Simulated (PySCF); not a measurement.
One of the candidates below gave these computed data.

All candidates are C4H4.

| technique | computed result |
| --- | --- |
| Rotational structure | rotational constants A, B, C: 16.965, 12.885, 7.323 GHz [PBE0-D3(BJ)/def2-SVP] |
| 13C NMR | chemical shifts (computed TMS as zero) by class: 147.9 (4 C) ppm [GIAO PBE0/pcSseg-1] |
| Valence photoelectron | vertical ionisation energy: 7.95 eV [ΔSCF CAM-B3LYP/def2-SVPD] |
| 1H NMR | chemical shifts (computed TMS as zero) by class: 5.71 (4 H) ppm [GIAO PBE0/pcSseg-1] |
| Triplet | lowest triplet excitation (Tamm–Dancoff): 1.14 eV [TDA CAM-B3LYP/def2-SVPD] |
| Dipole | 0.00 D [CAM-B3LYP/def2-SVPD] |
| Polarisability | 42.8 au [CAM-B3LYP/def2-SVPD] |

The electronic properties come from PySCF, for the isolated species, density fitting. Levels stand in brackets. Isolated species at its PBE0-D3(BJ)/def2-SVP geometry, gas phase. NMR classes are plain means over equivalent atoms (diastereotopic ones count apart unless rotation or inversion swaps them), as if these changed places fast.

Question: Which candidate is it?
A. `C#CC=C` (1-buten-3-yne)
B. `C=C=C=C` (1,2,3-butatriene)
C. `C1=CC=C1` (cyclobutadiene)

Answer: C. It is `C1=CC=C1`. Numbering: `[CH:1]1=[CH:2][CH:3]=[CH:4]1`. Its formula, C4H4, gives 3 degrees of unsaturation: 1 ring and 2 π bonds in the structure found. 4 carbons fall into 1 class: alkene CH carbon [C1/C2/C3/C4] (147.9 ppm, 4 C). All hydrogens form one class (5.71 ppm): vinylic hydrogen. The first electron is taken from the HOMO, whose largest Löwdin shares are 0.23 on each of 4 atoms of one kind (alkene CH carbon). The vanishing dipole is forced by symmetry. The optimised geometry has point group D2h and is an asymmetric top.

The others, at the same levels:
- `C=C=C=C` fails: it has 2 carbon classes against 1; its computed 13C shifts are 189.3 (2 C), 103.8 (2 C) ppm, rotational constant A is 143.135 GHz (against 16.965 GHz) and smallest rotational constant is 3.866 GHz (against 7.323 GHz).
- `C#CC=C` fails: it has 4 carbon classes against 1; its computed 13C shifts are 139.3 (1 C), 125.3 (1 C), 89.3 (1 C), 84.8 (1 C) ppm, 1H shifts are 6.07 (1 H), 5.90 (1 H), 5.87 (1 H), 3.14 (1 H) ppm and vertical ionisation energy is 9.44 eV (against 7.95 eV).
